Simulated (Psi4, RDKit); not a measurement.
Conformational energy of SMILES C#CCC=O, singlet. Scanned: dihedral C2–C3–C4–O5; all other coordinates were relaxed at GFN2-xTB. Points at φ and −φ are mirror images. Heavy atoms are numbered in the order of the SMILES C#CCC=O, hydrogens after them in the order of the atoms that carry them; the mirror image has the same energies with the sign of each dihedral reversed.

Computed with: UFF // GFN2-xTB (RDKit); MP2/cc-pVTZ = Psi4 with DF-MP2 (frozen core)/cc-pVTZ // GFN2-xTB.

Energies relative to the lowest point of each profile, in kJ/mol:

```csv
φ / °,UFF
-165,3.5
-135,4.8
-75,2.1
-45,4.1
0,13.5
30,10.1
75,2.1
90,4.9
105,4.6
135,4.8
150,5.5
165,3.5
```

Problem. Predict the corresponding MP2/cc-pVTZ column.

Solution. -165: 0.8; -135: 0.0; -75: 9.9; -45: 10.1; 0: 3.0; 30: 7.0; 75: 9.9; 90: 6.6; 105: 3.1; 135: 0.0; 150: 0.2; 165: 0.8 (kJ/mol).
